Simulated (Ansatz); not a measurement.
fcc Al was calculated with BLYP in Ansatz (plane waves, PAW).

Run with plane-wave cutoff 520 eV, 24×24×24 k mesh, Fermi–Dirac smearing 0.05 eV, scalar-relativistic PAW data made under PBE.

Pressure at four volumes; x = ln(V/17.402 Å³). One pressure is withheld.

| V (Å³/atom) | x | P (GPa) |
|---|---|---|
| 16.358 | -0.0619 | ? |
| 16.706 | -0.0408 | 2.52 |
| 17.402 | 0.0000 | 0.01 |
| 18.446 | 0.0583 | -2.71 |

Task: Pass a parabola P(x) through the three rows shown, estimate the bulk modulus and its pressure derivative near zero pressure, and predict the withheld pressure.

Result: Slopes between the rows: (0.01 − (2.52))/(0.0000 − (-0.0408)) = -61.52 and (-2.71 − (0.01))/(0.0583 − (0.0000)) = -46.66 GPa. Their difference over the span 0.0991 is c = 14.86/0.0991 = 149.9 GPa, so P(x) = 2.52 + (-61.52)(x − (-0.0408)) + 149.9 (x − (-0.0408))(x − (0.0000)). At the middle row B = −dP/dx = −[-61.52 + 149.9 × 0.0408] = 55.4 GPa, and B′ = dB/dP = 2c/B = 5.4. At x = -0.0619 the parabola gives 4.01 GPa; the run gives 4.03 GPa. The Birch–Murnaghan fit to the energies at all volumes has B0 = 54.7 GPa and B′ = 5.6.

Measured, for comparison: bulk modulus 80.8 GPa (corrected for temperature and zero-point phonon effects, our sources range from 77.1 to 82.0; as tabulated in Levämäki et al. (2014), arXiv:1402.3671). Computed (rounded) less measured: bulk modulus -32 % (-29 % to -33 % over the range).

Ansatz is an electronic-structure program.
